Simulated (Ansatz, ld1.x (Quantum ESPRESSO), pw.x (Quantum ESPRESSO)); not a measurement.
**K (fcc): variants of one TM potential in the solid**

ld1.x (Quantum ESPRESSO) 7.5 input, shortened:

```
&input
   title='K', zed=19., rel=1, dft='PW', iswitch=3,
   config='[Ar] 3d-2 4s1 4p0'
 /
 &inputp
   pseudotype=2, tm=.true., lloc=0,
   nlcc=.false.
 /
3
4P  2  1   0.00   0.00  4.15  4.15  0.0
3D  3  2  -2.00   0.20  3.65  3.65  0.0
4S  1  0   1.00   0.00  2.75  2.75  0.0
 &test
   configts(1)='4s1 4p0'
 /
```

Crystal test: fcc K in pw.x 7.5, no spin, 9³ k-points, Fermi–Dirac smearing 0.01 Ry, cutoffs set for each file from its atomic test. The reference is all-electron LAPW (Ansatz 0.2.0) with the same functional, mesh and smearing; V0 and B0 come from Birch–Murnaghan fits to the pressures at five volumes. Errors are pseudo minus all-electron; Δ is the rms difference of the E(V) curves that follow from these fits, minima aligned, over ±6 % about the mean V0. Mesh and smearing are coarse, so the numbers serve the comparison and aren't converged zero-temperature values; the lattice is a test structure that the element need not adopt.

All-electron: a0 = 6.368 Å (V0 = 64.55 Å³/atom), B0 = 4.4 GPa.

Base: This is a poor potential for the solid. The logarithmic derivative shows an extra or strongly shifted pseudo pole above the reference energy (s near 1.51 Ry).

1 further variants are left out: they gave no file fit for a test, a broken result, the same result as the base, or pressures whose basis-set error rivals the error shown.

A dash in a converged row means that the minimum lies outside the volumes sampled.

```csv
change,cutoffs (Ry),pw.x,a0 (Å),a0 error (%),B0 error (%),Δ (meV/atom),mean pressure error (GPa)
base,35/140,converged,–,–,–,–,-0.27
core correction a·sin(br)/r model core inside 3.06 bohr,50/200,converged,6.370,+0.04,+0.7,0.1,+0.00
wave 4p (bound): rc 4.15 bohr becomes 4p (bound): rc 2.96 bohr,35/140,converged; bound ghost,–,–,–,–,-0.05
wave 3d channel at 0.2 Ry: rc 3.65 bohr becomes 3d channel at 0.2 Ry: rc 4.70 bohr,35/140,converged,–,–,–,–,-0.60
```

(1) Give the row for: wave 3d channel at 0.2 Ry: rc 3.65 bohr becomes 3d channel at -0.12 Ry: rc 3.65 bohr.

Answers

(1) pw.x: converged; mean pressure error (GPa): -0.32.
